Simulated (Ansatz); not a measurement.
Total energies of `CC(C)N`.

Z-matrix (Å, degrees):
```
C
C 1 1.517
H 1 1.094 2 111.2
H 1 1.093 2 110.1 3 119.6
H 1 1.092 2 111.0 3 -119.9
C 2 1.517 1 111.4 3 179.9
N 2 1.458 1 108.8 3 -60.1
H 2 1.104 1 107.8 3 61.7
H 6 1.094 2 111.2 1 -179.8
H 6 1.092 2 111.0 1 -59.9
H 6 1.093 2 110.1 1 60.5
H 7 1.013 2 110.6 1 60.0
H 7 1.013 2 110.6 1 178.4
```

Charge 0, multiplicity 1. The geometry is a stationary point of PBE0-D4/def2-TZVP. It is one conformer, not always the lowest. Basis def2-TZVPP, Ansatz.

RPA on PBE orbitals: Hartree–Fock energy of these orbitals -173.32363 Eh, correlation -1.25870 Eh (frozen core).

```csv
functional,kind,energy without D4 (Eh),D4 term (kJ/mol)
LDA (SPW92),LDA,-172.95859,–
revPBE,GGA,-174.50066,-73.2
BLYP,GGA,-174.46037,-45.3
r2SCAN,meta-GGA,-174.44850,-5.1
B97M-V,meta-GGA with VV10,-174.55160,–
PBE0,"global hybrid, 25 % exact exchange",-174.34469,-16.5
B3LYP,"global hybrid, 20 %",-174.56872,-31.7
r2SCAN0,"meta-GGA hybrid, 25 %",-174.43393,-5.7
HSE06 (plane-wave form),screened hybrid,-174.33388,-15.1
BHLYP,"global hybrid, 50 %",-174.44644,-20.9
ωB97X-V,range-separated hybrid GGA with VV10,-174.50774,–
ωB97M-V,range-separated hybrid meta-GGA with VV10,-174.45849,–
B2PLYP,double hybrid,-174.39548,–
PBE-QIDH,double hybrid,-174.32375,–
```

(1) Give the same for PBE, r2SCANh, CAM-B3LYP, LC-ωPBE. (An estimate is asked.)

B3LYP takes the VWN-RPA correlation (the form of Gaussian; ORCA's B3LYP/G). HSE06 is the plane-wave form, built on full-range PBE exchange. The double hybrids freeze the cores in their second-order part.

Results:

(1) Computed: 
```tsv
functional	kind	energy without D4 (Eh)	D4 term (kJ/mol)
PBE	GGA	-174.31539	-19.9
r2SCANh	meta-GGA hybrid, 10 %	-174.44236	-5.2
CAM-B3LYP	range-separated hybrid	-174.46283	-16.3
LC-ωPBE	long-range corrected hybrid	-174.45803	–
```

LC-ωPBE has ω = 0.4 bohr⁻¹.
